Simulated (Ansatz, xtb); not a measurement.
A geometry optimisation of NO2− with r2SCAN-D4/def2-SVPD

The starting geometry of this gas-phase singlet has its atoms placed at random.

```csv
atom,x (Å),y (Å),z (Å)
N,-0.0040,0.6400,0.2911
O,-1.0724,0.8322,-0.9935
O,-1.2821,0.4828,0.8140
```

Question: One run relaxed it with r2SCAN-D4/def2-SVPD. What is a likely outcome?

Answer: It ends as `O=N[O-]`. Contacts that close: N1–O2 (1.68 → 1.26 Å).

The energy falls by 5.53 eV over 6 steps:

```
step  E − E(last) (eV)
   1             5.525
   2             1.947
   3             0.110
   4             0.007
   5             0.006
   6             0.000
```

Final geometry (Å):

| atom | x (Å) | y (Å) | z (Å) |
| --- | --- | --- | --- |
| N | -0.3469 | 0.6592 | 0.1049 |
| O | -0.8494 | 0.8501 | -1.0344 |
| O | -1.1622 | 0.4456 | 1.0411 |

From the same start GFN2-xTB reaches the same bonding as this run.

From so rough a start the end depends on the optimiser's path, so another program may land elsewhere. No frequencies were run, so the end isn't proven a minimum. Run with Ansatz 0.2.0, 6.3 s on 1 thread of Intel(R) Xeon(R) Platinum 8259CL CPU @ 2.50GHz (Skylake/Cascade Lake), on a shared host.
